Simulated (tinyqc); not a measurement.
Hueckel theory of the pi electrons, for the molecule C=CN=C (SMILES; centres numbered as the heavy atoms are written), step by step. One step of it, computed by the program tinyqc.

Question. Orbitals. Diagonalise; E = alpha + x beta with beta < 0, so the largest x are filled first; degenerate levels share their electrons. P = sum n_i c_ri c_si; each orbital has its largest coefficient positive (the first on a tie).

Hueckel matrix in units of beta (H = alpha + beta A), order 1C, 2C, 3N, 4C:
$$\begin{pmatrix}
0.000000 & 1.000000 & 0.000000 & 0.000000 \\
1.000000 & 0.000000 & 1.000000 & 0.000000 \\
0.000000 & 1.000000 & 0.500000 & 1.000000 \\
0.000000 & 0.000000 & 1.000000 & 0.000000
\end{pmatrix}$$

pi electrons, sum of z_r less the charge = 4

Give: x values; occupations; coefficients; charge and bond-order matrix P.

Answer.

x values: [1.8279, 0.6831, -0.5471, -1.4639]

occupations: [2.0000, 2.0000, 0.0000, 0.0000]

coefficients, order 1C, 2C, 3N, 4C:
$$\begin{pmatrix}
0.2954 & 0.6508 & 0.5399 & -0.4446 \\
0.5399 & 0.4446 & -0.2954 & 0.6508 \\
0.6915 & -0.3471 & -0.3783 & -0.5082 \\
0.3783 & -0.5082 & 0.6915 & 0.3471
\end{pmatrix}$$

charge and bond-order matrix P, order 1C, 2C, 3N, 4C:
$$\begin{pmatrix}
1.0217 & 0.8977 & -0.0434 & -0.4380 \\
0.8977 & 0.9783 & 0.4380 & -0.0434 \\
-0.0434 & 0.4380 & 1.1973 & 0.8760 \\
-0.4380 & -0.0434 & 0.8760 & 0.8027
\end{pmatrix}$$
